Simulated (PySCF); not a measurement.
# How far are cheaper levels from CCSD(T)/CBS for AlP⁺?

PySCF; the state is a quartet (σ ↑, π ↑↑). The composite is CCSD(T) extrapolated to the basis-set limit from two correlation-consistent sets, with core-valence (CV) and scalar-relativistic (SR) terms as its label shows; it has no spin–orbit coupling and nothing beyond (T). Here it is CCSD(T)/CBS(TQ)+CV+SR. It gives Re = 2.507 Å, ωe = 217 cm⁻¹ and De = 0.57 eV to Al⁺ + P.

```csv
level,basis,relativity,Re (Å),ωe (cm⁻¹),De (eV)
ROHF-CCSD(T),jorge-DZP-DKH,spin-free X2C,2.718,158,0.36
ROHF-CCSD(T),def2-SVPD,no relativity,2.683,146,0.42
ROHF-CCSD(T),def2-TZVPPD,no relativity,2.566,197,0.50
PBE,def2-SVPD,no relativity,2.480,275,0.99
PBE,jorge-DZP-DKH,spin-free X2C,2.497,264,0.89
revPBE,def2-SVPD,no relativity,2.493,266,0.90
r²SCAN,def2-SVPD,no relativity,2.451,289,0.95
r²SCAN,def2-TZVPPD,no relativity,2.433,297,0.95
PBE0,jorge-DZP-DKH,spin-free X2C,2.502,246,0.75
r²SCAN0,pcseg-1,no relativity,2.469,259,0.66
```

Q: Give the difference of each row from the composite.

A: 

```tsv
level	basis	ΔRe (pm)	Δωe (%)	ΔDe (eV)
ROHF-CCSD(T)	jorge-DZP-DKH	+21.1	-27.2	-0.21
ROHF-CCSD(T)	def2-SVPD	+17.6	-32.7	-0.15
ROHF-CCSD(T)	def2-TZVPPD	+5.9	-9.2	-0.07
PBE	def2-SVPD	-2.7	+26.7	+0.42
PBE	jorge-DZP-DKH	-1.0	+21.7	+0.32
revPBE	def2-SVPD	-1.4	+22.6	+0.33
r²SCAN	def2-SVPD	-5.6	+33.2	+0.38
r²SCAN	def2-TZVPPD	-7.4	+36.9	+0.38
PBE0	jorge-DZP-DKH	-0.5	+13.4	+0.18
r²SCAN0	pcseg-1	-3.8	+19.4	+0.09
```

Q: Which rows come closest in De?

A: ROHF-CCSD(T) in def2-TZVPPD (-0.07 eV), counted from the composite.

Correlated steps freeze 10 core orbitals. Correlated levels converge slowly with the basis: in double zeta they bind strong bonds too weakly, by up to about 1 eV, and carry superposition errors of some tenths. For an ion De counts to the pair picked by the measured ionisation energies or electron affinities, which need not be the lowest pair at this level. The CCSD T1 diagnostic is raised in AlP⁺, a sign that a single reference may not be enough there. The state was picked by a PBE0 search and need not be the measured ground state.
